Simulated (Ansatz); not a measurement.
GaP: pressure series

The parent structure is GaP in the zinc blende structure (space group F-43m, No. 216).

```cif
data_GaP
_chemical_formula_sum 'Ga1 P1'
_space_group_name_H-M_alt 'P 1'
_space_group_IT_number 1
_cell_length_a 3.89332
_cell_length_b 3.89332
_cell_length_c 3.89332
_cell_angle_alpha 60.000
_cell_angle_beta 60.000
_cell_angle_gamma 60.000
loop_
_space_group_symop_operation_xyz
  'x, y, z'
loop_
_atom_site_label
_atom_site_type_symbol
_atom_site_fract_x
_atom_site_fract_y
_atom_site_fract_z
_atom_site_occupancy
Ga1 Ga 0.00000 0.00000 0.00000 1
P1 P 0.25000 0.25000 0.25000 1
```

Cell and atoms are relaxed at each pressure.

Calculations: Ansatz (a first-principles code) PBE, no spin-orbit coupling.

```csv
pressure (GPa),volume per atom (Å³/atom)
-2,21.451
-1,21.146
0,20.865
0.9,20.629
2.1,20.334
4.5,19.808
9,18.981
15,?
30,16.523
```

Question: Fit the third-order Birch–Murnaghan form P(V) = (3B₀/2)[(V₀/V)^(7/3) − (V₀/V)^(5/3)]·[1 + (3/4)(B₀′ − 4)((V₀/V)^(2/3) − 1)] (squares taken in P) to the rows shown and predict the withheld row.

Answer: Least squares on the printed values gives V₀ = 20.866 Å³/atom, B₀ = 77.3 GPa, B₀′ = 4.3; this predicts 18.097 Å³/atom, and the run gives 18.101 Å³/atom, 0.004 higher.

Measured bulk modulus of GaP: 89.6 GPa (static lattice; corrected from measurement; as listed in Daniel Mejia-Rodriguez, S. B. Trickey, Phys. Rev. B (2018)); the computed value is 14 % below it.

Load acts through the strain it causes; cell and atoms are relaxed under it. Stability against distortions was not tested. Measured, GaP leaves this structure (for a Cmcm phase) near 26 GPa (temperature not stated; as listed in Datta, Sujoy, Jana, Debnarayan, arXiv (2020)).
